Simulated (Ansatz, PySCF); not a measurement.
Al(Cl)3 anion (AlCl₃), SMILES [Cl][Al]([Cl])[Cl] (connectivity only; charge and spin as stated), charge -1, multiplicity 2. Atoms are numbered in the order given.

```xyz
4

Al    -0.1869     0.2158     0.5334
Cl    -1.6905    -1.1478    -0.3576
Cl     0.1724     1.8545    -0.9154
Cl     1.7054    -0.9196     0.7428
```
Charge -1, spin multiplicity 2.

Coordinates come from a PBE0-D3(BJ)/def2-SVPD optimisation. The spin state was assumed, not searched. The isomer is the one that the SMILES or the coordinates give; other isomers of the formula were not compared.

Two levels are set side by side: PBE-D3(BJ)/def2-SVPD (Ansatz, a first-principles code) and PBE0-D3(BJ)/def2-SVPD (Ansatz). Each level has its own optimised geometry; the coordinates shown are those of the second. Frequencies come from the Hessian of PySCF at each geometry. Differences are taken from unrounded values.

```json
[
 {"quantity": "mean bond length (Å)", "PBE0-D3(BJ)": "2.217", "PBE-D3(BJ)": "2.236", "PBE-D3(BJ) minus PBE0-D3(BJ)": "0.020"},
 {"quantity": "bond Al1–Cl2 (Å)", "PBE0-D3(BJ)": "2.217", "PBE-D3(BJ)": "2.236", "PBE-D3(BJ) minus PBE0-D3(BJ)": "0.019"},
 {"quantity": "bond Al1–Cl3 (Å)", "PBE0-D3(BJ)": "2.217", "PBE-D3(BJ)": "2.236", "PBE-D3(BJ) minus PBE0-D3(BJ)": "0.020"},
 {"quantity": "bond Al1–Cl4 (Å)", "PBE0-D3(BJ)": "2.217", "PBE-D3(BJ)": "2.236", "PBE-D3(BJ) minus PBE0-D3(BJ)": "0.020"},
 {"quantity": "highest harmonic wavenumber (cm⁻¹)", "PBE0-D3(BJ)": "442", "PBE-D3(BJ)": "423", "PBE-D3(BJ) minus PBE0-D3(BJ)": "-19"},
 {"quantity": "mean harmonic wavenumber (cm⁻¹)", "PBE0-D3(BJ)": "279", "PBE-D3(BJ)": "266", "PBE-D3(BJ) minus PBE0-D3(BJ)": "-13"},
 {"quantity": "zero-point energy (kcal/mol)", "PBE0-D3(BJ)": "2.40", "PBE-D3(BJ)": "2.29", "PBE-D3(BJ) minus PBE0-D3(BJ)": "-0.11"}
]
```

GGA bonds tend to be longer and softer than those of functionals with exact exchange. Differences between two approximate levels are no errors against the true value.
